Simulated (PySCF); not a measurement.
Bonds (- single, = double, # triple, : aromatic): O1-C2 1.389 Å, C2-C3 1.498 Å, C3-C4 1.508 Å, C4-C2 1.498 Å. O1 carries H5; C2 carries H6; C3 carries H7, H8; C4 carries H9, H10. H7, H9 are cis to O1 on the ring; H8, H10 are trans to O1 on the ring.

- coordinates at the GFN2-xTB level
- NMR shieldings at PBE0/pcSseg-1/GIAO
- run in PySCF 2.14.0 with density-fitted response routines
- gas phase, fast rotation and ring inversion assumed for equivalent nuclei, one computed conformer, relativity neglected

Problem. List the cross peaks expected in HSQC, COSY and HMBC spectra.

Solution. 

HSQC (one-bond C–H):
```csv
δH,δC
3.37 (H6),50.9 (C2)
0.49 (H8/H10),8.1 (C3/C4)
0.15 (H7/H9),8.1 (C3/C4)
```

COSY cross peaks (H two or three bonds apart, from the bond graph; peaks can be absent where the dihedral angle is near 90°):
```csv
δH,δH
3.37 (H6),0.49 (H8/H10)
3.37 (H6),0.15 (H7/H9)
0.49 (H8/H10),0.15 (H7/H9)
```

HMBC (two and three bonds, from the bond graph):
```csv
δH,δC
3.37 (H6),8.1 (C3/C4)
0.49 (H8/H10),"50.9 (C2), 8.1 (C3/C4)"
0.15 (H7/H9),"50.9 (C2), 8.1 (C3/C4)"
```

δ = σ(ref) − σ, references computed at the same level: TMS for 1H (31.72 ppm), 13C (186.93 ppm).

Exchangeable OH/NH protons stand at their gas-phase positions; hydrogen bonding in a real sample shifts them, mostly to higher δ. Shifts are as computed. Against solution values, carbons near 30 ppm lie about +3 ppm off and those near 130 ppm about +5 ppm. Of 246 compounds with measured shifts, 49 miss one by over three times the rms of a fit or turn the order of signals round; such compounds aren't used in these exercises.
